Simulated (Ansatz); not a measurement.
Basis-set extrapolation for C$_{3}$H$_{6}$FN (`CC(F)C=N`) (PBE0-D4/def2-TZVP geometry, frozen core, Ansatz). Multiplicity 1, RHF reference.

```json
{"": "HF", "def2-TZVPP": "-271.076932", "def2-QZVPP": "-271.089101"}
{"": "MP2 correlation", "def2-TZVPP": "-0.952773", "def2-QZVPP": "-1.023419"}
{"": "CCSD(T) correlation", "def2-TZVPP": "-1.025049", "def2-QZVPP": "not run"}
```

Energies in hartree. Use E(X) = E(∞) + A·exp(−7.88·√X) for Hartree–Fock and E(X) = E(∞) + B·X^(−2.97) for correlation, with X = 3 and 4, and add CCSD(T) minus MP2 of the smaller set to the MP2 limit.

Task: What is the CCSD(T) energy at the basis-set limit?

Result: HF limit: -271.089101 + (-0.012169) × 0.13774 = -271.09078. MP2 limit: -1.023419 + (-0.070646) × 0.74074 = -1.07575. Higher-order term: -1.025049 − (-0.952773) = -0.07228. Total: -272.23881 hartree, 3.72 eV below CCSD(T)/def2-TZVPP.
